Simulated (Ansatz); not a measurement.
Relaxation of C$_{3}$H$_{6}$FNO (12 atoms, charge 0, multiplicity 1), to a largest force component of 0.015 eV/Å in at most 40 steps.

Computed with Ansatz 0.2.0, RKS PBE-D4/6-31G.

```xyz
12
Properties=species:S:1:pos:R:3
C 0.040 -1.691 1.045
C 0.324 -0.541 0.052
O 1.637 0.032 0.308
C 1.973 0.995 -0.605
N 1.246 1.490 -1.484
F 3.214 1.577 -0.378
H 0.735 -2.466 0.959
H -0.977 -2.017 0.839
H 0.003 -1.250 2.103
H 0.286 -0.976 -0.966
H -0.421 0.221 0.182
H 1.810 2.206 -1.945
```

Q: Where does it end, and by what steps?

A: The run converged. Limits of this set-up: no polarisation functions. After 7 steps the energy has fallen by 0.471 eV; F6 moved furthest, 0.25 Å.

```tsv
step	energy less start (eV)	largest force component (eV/Å)	accepted
0	0.0000	3.201	yes
1	-0.3394	1.115	yes
2	-0.4008	1.285	yes
3	-0.4597	0.451	yes
4	-0.4643	0.348	yes
5	-0.4707	0.095	yes
6	-0.4712	0.042	yes
7	-0.4713	0.006	yes
```

```xyz
12
Properties=species:S:1:pos:R:3
C 0.043 -1.645 1.059
C 0.245 -0.554 0.026
O 1.605 0.017 0.278
C 1.979 1.014 -0.560
N 1.293 1.495 -1.518
F 3.270 1.428 -0.181
H 0.809 -2.431 0.956
H -0.950 -2.106 0.922
H 0.099 -1.235 2.080
H 0.225 -0.924 -1.013
H -0.485 0.269 0.110
H 1.738 2.252 -2.052
```

Time of the run: 33 s on 1 thread of Arm Neoverse V1, with other jobs on the host, peak memory 0.24 GiB.
